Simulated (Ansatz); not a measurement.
A calculation with Ansatz (development build ahead of 0.2.0).

```yaml
crystal:
  periodic: [false, false, false]
  atoms:
    - { symbol: C, position_ang: [0.04083, -0.02604, -0.86667] }
    - { symbol: C, position_ang: [0.0814, -0.00865, 0.74011] }
    - { symbol: H, position_ang: [-0.04471, -0.99051, -1.21576] }
    - { symbol: H, position_ang: [-0.95561, 0.54728, -1.12181] }
    - { symbol: H, position_ang: [0.92193, 0.61494, -1.1935] }
    - { symbol: H, position_ang: [-0.02513, 1.02932, 1.14285] }
    - { symbol: H, position_ang: [-0.9597, -0.48127, 1.24601] }
    - { symbol: H, position_ang: [0.91537, -0.50316, 1.19568] }
basis:
  gaussian: { orbitals: "6-31G" }
hamiltonian:
  xc: hf
correlation:
  method: mp2
  frozen_orbitals: { C: 1, H: 0 }
```

The input is written out in the form of the current development build from the run's settings.

Results

```json
{"Converged": "yes", "Reference energy": "-79.16447 hartree", "Correlation energy": "-0.19412 hartree", "Total energy": "-79.35859 hartree", "Spin squared of the determinant": "0.000"}
```
